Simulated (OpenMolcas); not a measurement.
# BH2S (SMILES [BH]S): methods side by side

BH2S: 4 atoms, total charge 0, spin state doublet. SMILES: `[BH]S`. Geometry: relaxed at GFN2-xTB.

```xyz
4

B     0.3860   -0.3480    0.7801
S    -0.0384    1.1098   -0.0310
H     0.2474   -1.4486    0.4427
H    -0.5949    0.6868   -1.1918
```

Quantity: the energy change with the B1–S2 bond stretched from 1.721 to 3.012 Å, in eV. The values are calculated.

```json
{"level": "ROHF/STO-3G", "kind": "Hartree–Fock", "program": "OpenMolcas", "value (eV)": "4.91", "less FCI/STO-3G": "+0.12"}
{"level": "USVWN5/STO-3G", "kind": "LDA", "program": "OpenMolcas", "value (eV)": "5.89", "less FCI/STO-3G": "+1.10"}
{"level": "UPBE/STO-3G", "kind": "GGA", "program": "OpenMolcas", "value (eV)": "5.42", "less FCI/STO-3G": "+0.63"}
{"level": "U-r2SCAN/STO-3G", "kind": "meta-GGA", "program": "OpenMolcas", "value (eV)": "5.52", "less FCI/STO-3G": "+0.73"}
{"level": "UPBE0/STO-3G", "kind": "global hybrid", "program": "OpenMolcas", "value (eV)": "5.50", "less FCI/STO-3G": "+0.71"}
{"level": "CASSCF(3,3)/STO-3G", "kind": "multireference", "program": "OpenMolcas", "value (eV)": "4.44", "less FCI/STO-3G": "-0.35"}
{"level": "ROCCSD(T)/STO-3G", "kind": "coupled cluster or CI", "program": "OpenMolcas", "value (eV)": "4.80", "less FCI/STO-3G": "+0.01"}
{"level": "FCI/STO-3G", "kind": "exact in the basis", "program": "OpenMolcas", "value (eV)": "4.79", "less FCI/STO-3G": "0.00"}
```

FCI/STO-3G is exact within its basis and frozen core, so for wave-function methods in that basis the difference is their error; functionals converge differently with the basis, so for them it is only a difference. The first shape isn't each level's own minimum. The values span 4.44 to 5.89 eV. Spin contamination of the reference (⟨S²⟩ at least 0.1 too high) touches UPBE/STO-3G, U-r2SCAN/STO-3G, UPBE0/STO-3G. All rows use very small basis sets, so even the best lies far from the true value.
